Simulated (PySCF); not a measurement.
Compound: C3H4NP.
Numbering: `[CH2:1]=[P:2][CH2:3][C:4]#[N:5]` (hydrogens: H6, H7 on C1; H8, H9 on C3)

A GFN2-xTB structure was refined with PySCF 2.14.0, PBE0-D3(BJ)/def2-SVP geometry optimisation, gas phase. Its GFN2-xTB values:

| coordinate | GFN2-xTB |
| --- | --- |
| C1=P2 | 1.659 Å |
| C1–H6 | 1.100 Å |
| C1–H7 | 1.075 Å |
| P2–C3 | 1.913 Å |
| C3–C4 | 1.415 Å |
| C3–H8 | 1.067 Å |
| C4≡N5 | 1.151 Å |
| C1–P2–C3 | 102.3° |
| P2–C3–C4 | 110.2° |
| C3–C4–N5 | 177.6° |
| C1–P2–C3–C4 | -40° |

Task: How do these coordinates change at the PBE0-D3(BJ)/def2-SVP level?

Result: 
```
 coordinate  PBE0-D3(BJ)/def2-SVP (Å or °)  change
      C3–H8                          1.103  +0.036
      C3–C4                          1.444  +0.029
      C1–H7                          1.095  +0.020
      P2–C3                          1.893  -0.020
      C4≡N5                          1.159  +0.008
      C1–H6                          1.097  -0.003
      C1=P2                          1.658  -0.001
   P2–C3–C4                          115.9    +5.7
   C1–P2–C3                          103.9    +1.6
   C3–C4–N5                          176.2    -1.4
C1–P2–C3–C4                              0     +40
```

The energy falls by 3.7 kcal/mol over 8 energy and gradient evaluations, the largest force component goes from 0.0313 to 4.2e-04 Eh/bohr, and the atoms move by 0.345 Å rms after alignment. The bond that changes most is C3–H8 (sp3 carbon bound to phosphorus to methylene hydrogen), which lengthens by 0.036 Å. Bonds longer at the end by more than 0.005 Å: 5 of 8; shorter: 1. Among the dihedrals that turn most is C1–P2–C3–H9, from 81° to 123°. Rotational constants go from 8540, 2820, 2238 to 8571, 2821, 2151 MHz.

The run used 94 basis functions and 62 SCF cycles in all.

Not checked by PBE0-D3(BJ)/def2-SVP frequencies. One conformer, not necessarily the lowest.
